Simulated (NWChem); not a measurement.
**the pair CH2O···F2, step by step**

Wanted: a single-point energy (singlet CH2F2O, MP2/6-31+G*), then a single-point energy (singlet H2CO, MP2/6-31+G*), then the energy (singlet F2, MP2/6-31+G*), then the energy (singlet H2CO, MP2/6-31+G*), then a single-point energy (singlet F2, MP2/6-31+G*) of CH2F2O and its partners. 

The calculation is run with NWChem 7.3.0.

## 1. Starting point

CH2F2O: 6 atoms, total charge 0, spin state singlet. The two molecules were placed rigidly side by side, at 0.9 times their contact distance; the pair isn't optimised.

Bond lengths: C1–O2 1.195 Å, C1–H3 1.109 Å, C1–H4 1.109 Å. Angles: O2–C1–H3 122.0°, O2–C1–H4 122.0°, H3–C1–H4 116.0°.

## 2. The energy at MP2/6-31+G(d) (spherical functions) (run 1)

sp.nw reads:

```
start sp
title "CH2F2O"
memory stack 880 mb heap 220 mb global 1100 mb
charge 0
geometry units au noautosym nocenter noautoz
   C  -0.00532903 -0.00415740 -0.00623610
   O   1.30765268  1.02876690  1.51423754
   H  -1.02956059  1.05767971 -1.49382850
   H  -0.27272527 -2.08228922 -0.01417295
   F  -0.19103241  1.25262386  8.71388621
   F   0.33965937  2.26118959  6.37748552
end
basis "ao basis" spherical bse
   * library 6-31+G*
end
scf
   thresh 1e-08
   maxiter 80
   print low
end
mp2
   freeze core 4
   tight
end
task mp2 energy
```

Launch:

```bash
nwchem sp.nw > sp.out
```

Log, cut to the lines that bear on the results:

```text
[...]
  functions       =    76
[...]
  wavefunction    = RHF
[...]
         Total SCF energy =   -312.550325762969
      One-electron energy =   -641.848265893701
      Two-electron energy =    224.596863141809
 Nuclear repulsion energy =    104.701076988923
        Time for solution =      5.7s
[...]
          Total MP2 energy          -313.217837812174
[...]
```

Run time: 7.2 s. Hardware: 1 thread of Intel Xeon Platinum 8559C (Emerald Rapids), shared host; peak memory 0.18 GiB.

## 3. H2CO: a single-point energy at MP2/6-31+G(d) (spherical functions) (run 2)

ch2o.nw reads:

```
start ch2o
memory total 2200 mb
charge 0

geometry units bohr noautosym nocenter noautoz
  C  -0.00532903 -0.00415740 -0.00623610
  O   1.30765268  1.02876690  1.51423754
  H  -1.02956059  1.05767971 -1.49382850
  H  -0.27272527 -2.08228922 -0.01417295
end

basis "ao basis" spherical bse
  C library 6-31+G*
  O library 6-31+G*
  H library 6-31+G*
end

scf
  thresh 1e-08
  maxiter 80
  print low
end

mp2
  freeze core 2
  tight
end

task mp2 energy
```

Launch:

```bash
nwchem ch2o.nw > ch2o.out
```

Log, cut to the lines that bear on the results:

```text
[...]
  functions       =    40
[...]
  wavefunction    = RHF
[...]
         Total SCF energy =   -113.870078132909
      One-electron energy =   -217.514294914777
      Two-electron energy =     72.186143567562
 Nuclear repulsion energy =     31.458073214307
        Time for solution =      0.8s
[...]
          Total MP2 energy          -114.171631110569
[...]
```

It took 1.6 s on 1 thread of Intel Xeon Platinum 8559C (Emerald Rapids), shared host; peak memory 0.1 GiB.

## 4. F2: the energy at MP2/6-31+G(d) (spherical functions) (run 3)

mymol.nw reads:

```
start mymol
title "F2"
memory total 2200 mb
charge 0

geometry units angstroms noautosym nocenter noautoz
  F       -0.101090       0.662860       4.611190
  F        0.179740       1.196570       3.374820
end

basis spherical bse
  * library 6-31+G*
end

scf
  thresh 1e-08
  maxiter 80
  noprint "final vectors analysis"
end

mp2
  freeze core 2
  tight
end

task mp2 energy
```

Launch:

```bash
nwchem mymol.nw > mymol.out
```

Log, cut to the lines that bear on the results:

```text
[...]
  functions       =    36
[...]
  wavefunction    = RHF
[...]
         Total SCF energy =   -198.680776305051
      One-electron energy =   -339.865485462467
      Two-electron energy =    110.025344657621
 Nuclear repulsion energy =     31.159364499795
        Time for solution =      0.5s
[...]
          Total MP2 energy          -199.045107561924
[...]
```

Run time: 1.1 s. Hardware: 1 thread of Intel Xeon Platinum 8559C (Emerald Rapids), shared host; peak memory 0.1 GiB.

## 5. H2CO among ghost functions: the energy at MP2/6-31+G(d) (spherical functions, with ghost functions) (run 4)

ch2o.nw reads:

```
start ch2o
title "CH2O mp2"
memory stack 880 mb heap 220 mb global 1100 mb

geometry units bohr noautosym nocenter noautoz
  C   -0.00532903  -0.00415740  -0.00623610
  O    1.30765268   1.02876690   1.51423754
  H   -1.02956059   1.05767971  -1.49382850
  H   -0.27272527  -2.08228922  -0.01417295
  bqF     -0.191032     1.252624     8.713886
  bqF      0.339659     2.261190     6.377486
end

basis "ao basis" spherical bse
  C library 6-31+G*
  O library 6-31+G*
  H library 6-31+G*
  bqF library F 6-31+G*
end

scf
  singlet
  rhf
  thresh 1e-08
  maxiter 80
  print low
end

mp2
  freeze core 2
  tight
end

task mp2 energy
```

Launch:

```bash
nwchem ch2o.nw > ch2o.out
```

Log, cut to the lines that bear on the results:

```text
[...]
  functions       =    76
[...]
  wavefunction    = RHF
[...]
         Total SCF energy =   -113.870228547850
      One-electron energy =   -217.514988202658
      Two-electron energy =     72.186686440500
 Nuclear repulsion energy =     31.458073214307
        Time for solution =      4.2s
[...]
          Total MP2 energy          -114.172079181536
[...]
```

Run time: 5.7 s. Hardware: 1 thread of Intel Xeon Platinum 8559C (Emerald Rapids), shared host; peak memory 0.14 GiB.

## 6. F2 among ghost functions: the energy at MP2/6-31+G(d) (spherical functions, with ghost functions) (run 5)

work.nw reads:

```
start work
title "F2 energy"
memory total 2200 mb

geometry noautosym nocenter noautoz
   F    -0.101090    0.662860    4.611190
   F     0.179740    1.196570    3.374820
   bqC     -0.002820    -0.002200    -0.003300
   bqO      0.691980     0.544400     0.801300
   bqH     -0.544820     0.559700    -0.790500
   bqH     -0.144320    -1.101900    -0.007500
end

basis "ao basis" spherical bse
   F library 6-31+G*
   bqC library C 6-31+G*
   bqO library O 6-31+G*
   bqH library H 6-31+G*
end

scf
   thresh 1e-08
   maxiter 80
   print low
end

mp2
   freeze core 2
   tight
end

task mp2
```

Launch:

```bash
nwchem work.nw > work.out
```

Log, cut to the lines that bear on the results:

```text
[...]
  functions       =    76
[...]
  wavefunction    = RHF
[...]
         Total SCF energy =   -198.681059827034
      One-electron energy =   -339.867634362352
      Two-electron energy =    110.027210035523
 Nuclear repulsion energy =     31.159364499795
        Time for solution =      3.8s
[...]
          Total MP2 energy          -199.045589495331
[...]
```

Run time: 5.4 s. Hardware: 1 thread of Intel Xeon Platinum 8559C (Emerald Rapids), shared host; peak memory 0.15 GiB.

## 7. Summary of results

```
                                                                                                              quantity          value
                                                                                      run 1, MP2/6-31+G*: total energy  -313.21784 Eh
                                                       run 1, MP2/6-31+G*: correlation energy (4 core orbitals frozen)     -667.5 mEh
                                                                                                    H2CO: total energy  -114.17163 Eh
                                                                     H2CO: correlation energy (2 core orbitals frozen)     -301.6 mEh
                                                                                                      F2: total energy  -199.04511 Eh
                                                                       F2: correlation energy (2 core orbitals frozen)     -364.3 mEh
                                                                              H2CO among ghost functions: total energy  -114.17208 Eh
                                               H2CO among ghost functions: correlation energy (2 core orbitals frozen)     -301.9 mEh
                                                                                F2 among ghost functions: total energy  -199.04559 Eh
                                                 F2 among ghost functions: correlation energy (2 core orbitals frozen)     -364.5 mEh
              interaction energy of the rigid parts H2CO and F2 (parts in their own basis; closest atoms 2.70 Å apart)      -0.030 eV
interaction energy of the rigid parts H2CO and F2 (parts in the whole basis, counterpoise; closest atoms 2.70 Å apart)      -0.005 eV
```

**Reading.** The interaction energy of the rigid parts H2CO and F2 (parts in their own basis; closest atoms 2.70 Å apart) is −0.03 eV (−2.9 kJ/mol): the parts attract. Without counterpoise this holds the superposition error of the basis. The interaction energy of the rigid parts H2CO and F2 (parts in the whole basis, counterpoise; closest atoms 2.70 Å apart) is −0.00 eV (−0.4 kJ/mol). The basis-set superposition error is 2.4 kJ/mol.
